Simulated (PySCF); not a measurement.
Species: C4H7N.
Numbering: `[CH2:1]=[C:2]1[CH2:3][C@@H:4]1[NH2:5]` (hydrogens: H6, H7 on C1; H8, H9 on C3; H10 on C4; H11, H12 on N5)

The calculation used PBE0-D3(BJ)/def2-SVP geometry optimisation, gas phase in PySCF.

**Question.** Give the optimised bond lengths and angles.

**Answer.** 
```tsv
bond	length (bohr)	order
C1=C2	2.499	double
C2–C3	2.760	single
C3–C4	2.891	single
C4–N5	2.702	single
C2–C4	2.773	single
C1–H6	2.067	single
C1–H7	2.068	single
C3–H8	2.070	single
C3–H9	2.070	single
C4–H10	2.087	single
N5–H11, N5–H12	1.923	single
```

Bonds in one row agree within 0.02 bohr and their mean is given. Orders are formal, as drawn. A selection of angles:
```tsv
angle	degrees
C2–C1–H6	121.2
C2–C1–H7	121.3
H6–C1–H7	117.5
C1–C2–C3	149.2
C1–C2–C4	147.8
C3–C2–C4	63.0
C2–C3–C4	58.7
C2–C3–H8	117.3
C2–C3–H9	119.7
C4–C3–H8	115.6
C4–C3–H9	118.6
H8–C3–H9	115.3
C3–C4–N5	117.7
C3–C4–H10	114.4
N5–C4–H10	118.8
C2–C4–C3	58.3
C2–C4–N5	118.5
C2–C4–H10	114.9
C4–N5–H11	110.7
H11–N5–H12	107.2
```

Torsions: C1–C2–C3–C4 -179° (antiperiplanar); C2–C3–C4–N5 108° (anticlinal); C1–C2–C4–C3 179° (antiperiplanar).

The C–C distances run from 1.323 Å (C1=C2, drawn double) to 1.530 Å (C3–C4, drawn single), a spread of 0.207 Å. N5 (primary amine nitrogen) is pyramidal (angles 110.7°, 110.7° and 107.2°, sum 328.6°, 0.37 Å off the plane of its three neighbours). The 3-membered ring C2–C3–C4 has internal angles of 58.3° to 63.0°.

Point group: C1 (no symmetry element, even within 0.4 Å). PBE0-D3(BJ)/def2-SVP frequencies: not computed here. One conformer, not necessarily the lowest (C3–C4–N5–H -148° and 93°).
